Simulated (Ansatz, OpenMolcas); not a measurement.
**How methods differ on Si2H5Cl (SMILES [SiH3][SiH2]Cl)**

Si2H5Cl: 8 atoms, total charge 0, spin state singlet. As SMILES, `[SiH3][SiH2]Cl`. The coordinates come from a PBE0-D4/def2-TZVP relaxation.

```xyz
8

Si   -0.7065    0.8818   -0.3903
Si    0.5734   -0.9388    0.3259
Cl    2.4316   -0.2529    0.9080
H    -2.0530    0.4101   -0.8130
H    -0.0343    1.5407   -1.5400
H    -0.8545    1.8557    0.7221
H    -0.0418   -1.6228    1.4914
H     0.7772   -1.9309   -0.7599
```

Quantity: the energy change with the Si2–H7 bond stretched from 1.485 to 1.708 Å, in eV. The values are calculated.

```
                         level                    kind     program  value (eV)  CPU time (all runs)
    SVWN5/cc-pVDZ (restricted)                     LDA  OpenMolcas        0.24                 67 s
      PBE/cc-pVDZ (restricted)                     GGA  OpenMolcas        0.24                 88 s
     TPSS/cc-pVDZ (restricted)                meta-GGA  OpenMolcas        0.29              1.8 min
   r2SCAN/cc-pVDZ (restricted)                meta-GGA      Ansatz        0.29                 23 s
    BHLYP/cc-pVDZ (restricted)           global hybrid      Ansatz        0.34                 17 s
CAM-B3LYP/cc-pVDZ (restricted)  range-separated hybrid      Ansatz        0.31                 17 s
    HSE06/cc-pVDZ (restricted)  range-separated hybrid      Ansatz        0.29                 17 s
   B2PLYP/cc-pVDZ (restricted)           double hybrid      Ansatz        0.32                 22 s
 RPA@PBE0/cc-pVDZ (restricted)                     RPA      Ansatz        0.31                 23 s
     CCSD/cc-pVDZ (restricted)   coupled cluster or CI      Ansatz        0.32                 17 s
```

The first shape isn't each level's own minimum. The values span 0.24 to 0.34 eV. Times are those of the runs behind each value, whatever else they computed, on shared processors of several kinds: orders of magnitude only.
